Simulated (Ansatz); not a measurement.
A made-up structure of CH$_{4}$NSi, doublet:

C1  (0.028, 0.101, -0.998)
N2  (-0.686, -0.815, -0.204)
Si3  (0.591, 0.087, 0.656)
H4  (-1.692, -0.980, -0.258)
H5  (-0.447, 0.823, -1.612)
H6  (0.302, 1.280, 1.486)
H7  (1.944, -0.454, 0.906)
(Å)

It is relaxed with PBE-D4/def2-SVP and then PBE0-D4/def2-TZVP (Ansatz 0.2.0). Atoms count as bonded within 1.22 times the sum of their covalent radii (H–H: 0.88 Å). The end point is not checked to be a true minimum.

Does its bonding change? (A judgement: the text doesn't fix the answer.)

The calculation gives: No: no bond forms or breaks.

Where it ends: The first stage lowers the energy by 0.32 eV in 6 steps. It ends as CH₄NSi ([CH]1[NH][SiH2]1):
```
7
angstrom
C 0.0004 0.1634 -1.0771
N -0.5886 -0.7757 -0.2109
Si 0.6497 0.1655 0.5862
H -1.5900 -0.8670 -0.0976
H -0.5320 0.7516 -1.8130
H 0.2112 1.1430 1.6095
H 1.8889 -0.5381 0.9784
```

Labels in which every atom is bracketed show which atoms are joined, not bond orders.

For scale, one of the runs: PBE0-D4/def2-TZVP relaxation, 123 basis functions, launched by `ansatz run in.yaml --threads 2 --pin off --events-out ev --progress --plain --max-ram 4352MiB`. The run took about 41 s on 2 CPU threads of an Arm Neoverse N1 (shared host).
